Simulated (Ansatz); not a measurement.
Results of r²SCAN (Ansatz, an electronic-structure program, PAW) for A-type hexagonal La₂O₃.

Settings: plane-wave cutoff 600 eV, 6×6×4 k mesh (along the axes of the cell as run), finite displacements, scalar-relativistic PAW data made under PBE.

Computed at the level's own relaxed cell.

Harmonic phonon frequencies (cm⁻¹; i marks an imaginary mode; at Γ without the LO shift):

```csv
q point,frequencies
Γ,0 0 0 102 102 186 186 189 190 358 358 391 391 392 441
```
